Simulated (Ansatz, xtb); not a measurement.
C4H9F: which of these isomers lies lowest?

2 of its isomers, all singlets with charge 0: A = 2-fluorobutane `CCC(C)F`; B = `CC(C)CF`.

Shapes, held fixed at every level: PBE0-D4/def2-TZVP. Flexible molecules stand in one conformer, not always the lowest. Programs: Ansatz 0.2.0, xtb 6.7.1.

A:

```xyz
14

C    -0.9601    1.6856   -0.0566
C    -0.0217    0.6120    0.4642
C     0.0184   -0.6212   -0.4097
C     0.9335   -1.7027    0.1049
F     0.4556   -0.2496   -1.6834
H    -0.9540    2.5629    0.5933
H    -0.6675    2.0049   -1.0582
H    -1.9886    1.3179   -0.1100
H    -0.3223    0.2997    1.4702
H     0.9980    1.0035    0.5488
H    -0.9976   -1.0140   -0.5445
H     0.5826   -2.0676    1.0728
H     1.9484   -1.3171    0.2271
H     0.9621   -2.5433   -0.5902
```

B:

```xyz
14

C    -0.9719    0.8572    0.6608
C    -0.1589   -0.3372    0.1818
C     1.2966   -0.2367    0.6155
C    -0.2743   -0.5144   -1.3165
F     0.2441    0.5859   -1.9842
H    -0.5926    1.7821    0.2203
H    -0.9159    0.9551    1.7473
H    -2.0253    0.7608    0.3849
H    -0.5905   -1.2499    0.6147
H     1.7701    0.6422    0.1721
H     1.8673   -1.1170    0.3082
H     1.3735   -0.1477    1.7014
H     0.2853   -1.3927   -1.6546
H    -1.3205   -0.6168   -1.6227
```

Electronic energies in kJ/mol, without zero-point or thermal terms.

| level | kind | B − A |
| --- | --- | --- |
| GFN2-xTB | semi-empirical | +5.7 |
| HF/def2-TZVPP | Hartree–Fock | +16.2 |
| SPW92/def2-TZVPP | LDA | +15.9 |
| r2SCAN0-D4/def2-TZVPP | global hybrid | +15.5 |
| wB97M-V/def2-TZVPP | range-separated hybrid | +14.5 |
| B2PLYP/def2-TZVPP | double hybrid | +14.8 |
| CCSD(T)/def2-SVP | coupled cluster or CI | +11.5 |
| CCSD/def2-SVP | coupled cluster or CI | +11.8 |
| CCSD(T)/CBS estimate | coupled cluster or CI | +13.8 |

The highest level, CCSD(T)/CBS estimate, puts A lowest of these. All levels agree on that. The B − A difference spans +5.7 to +16.2 kJ/mol over the levels. The CBS estimate extrapolates MP2 from def2-TZVPP and def2-QZVPP and adds CCSD(T) − MP2 in the triple-zeta set, cores frozen.
